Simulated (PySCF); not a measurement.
# Basis-set dependence of excited states

Compound: nitrous acid, HNO₂.
Structure used (PBE0-D3(BJ)/def2-SVP), in Å, numbered top down from 1:
```xyz
4
HNO2 angstrom
O      1.078   -0.665   -0.062
N      0.672    0.441   -0.054
O     -0.666    0.528    0.027
H     -1.001   -0.395    0.059
```

TDDFT with PBE0 (PySCF), vertical singlets, core orbitals frozen in the response, spherical d and f functions. Geometry: PBE0-D3(BJ)/def2-SVP; no solvent, vibrations or thermal averaging.

Question: How do the low singlets change with the basis? Take 6-31G*, def2-SVP, 6-31+G*, def2-SVPD, aug-cc-pVDZ, def2-TZVP, def2-TZVPD and aug-cc-pVTZ.

Answer: 

```csv
basis,functions,diffuse,S1 (eV),S2 (eV),S3 (eV),S4 (eV),S5 (eV),LUMO (eV),α (au)
6-31G*,44,no,3.75,7.23,7.41,9.02,10.18,-1.83,14.1
def2-SVP,47,no,3.69,7.13,7.39,8.69,9.90,-2.01,14.0
6-31+G*,56,yes,3.72,7.17,7.18,8.21,9.34,-2.32,18.0
def2-SVPD,74,yes,3.66,7.10,7.18,8.07,9.45,-2.38,19.6
aug-cc-pVDZ,78,yes,3.70,6.97,7.15,7.54,8.90,-2.28,19.9
def2-TZVP,99,no,3.72,7.16,7.23,8.30,9.56,-2.16,17.3
def2-TZVPD,126,yes,3.70,7.07,7.14,7.79,8.80,-2.25,20.2
aug-cc-pVTZ,161,yes,3.70,6.97,7.13,7.51,8.71,-2.26,20.2
```

States are compared by their number. Against the largest diffuse basis here (aug-cc-pVTZ, itself not a converged limit), sets without diffuse functions differ by up to 0.05 eV in S1 and 1.47 eV in S5; the smaller diffuse sets differ by up to 0.04 and 0.74 eV. State by state, the largest deviation of a set without diffuse functions is S1 0.05, S2 0.26, S3 0.28, S4 1.51, S5 1.47 eV. The same number needn't mean the same state in each row. Against aug-cc-pVTZ the polarisability deviates by -30% in 6-31G*, -30% in def2-SVP, -11% in 6-31+G*, -3% in def2-SVPD, -2% in aug-cc-pVDZ, -14% in def2-TZVP, 0% in def2-TZVPD. A single + in a Pople set puts diffuse functions on heavy atoms only.
